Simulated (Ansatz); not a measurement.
**Barium, bcc: convergence with Methfessel-Paxton smearing**

Computed with Ansatz, LDA, scalar-relativistic PAW, on the relaxed cell (a = 4.758 Å; spin not included). Errors count from a run at 420 eV on a Γ-centred 15×15×15 mesh with Fermi-Dirac smearing of 0.1 eV, extrapolated to zero width. Fixed here: cutoff 420 eV, mesh 9×9×9. The SCF starts from atomic densities corrected by a trained network.

```json
{"width (eV)": "0.01", "E(σ→0) error (meV/atom)": "2.1", "F error (meV/atom)": "2.0", "P (GPa)": "-0.02", "SCF iterations": "5"}
{"width (eV)": "0.03", "E(σ→0) error (meV/atom)": "2.0", "F error (meV/atom)": "2.0", "P (GPa)": "-0.04", "SCF iterations": "5"}
{"width (eV)": "0.2", "E(σ→0) error (meV/atom)": "0.9", "F error (meV/atom)": "0.3", "P (GPa)": "-0.06", "SCF iterations": "5"}
{"width (eV)": "0.3", "E(σ→0) error (meV/atom)": "-0.8", "F error (meV/atom)": "0.4", "P (GPa)": "-0.05", "SCF iterations": "5"}
{"width (eV)": "0.6", "E(σ→0) error (meV/atom)": "6.2", "F error (meV/atom)": "17.7", "P (GPa)": "-0.08", "SCF iterations": "5"}
{"width (eV)": "1.0", "E(σ→0) error (meV/atom)": "38.1", "F error (meV/atom)": "32.9", "P (GPa)": "-0.03", "SCF iterations": "5"}
```

Q: What does the run at 0.1 give (width)?

A: E(σ→0) error (meV/atom): 2.2; F error (meV/atom): 1.9; P (GPa): -0.05; SCF iterations: 5.
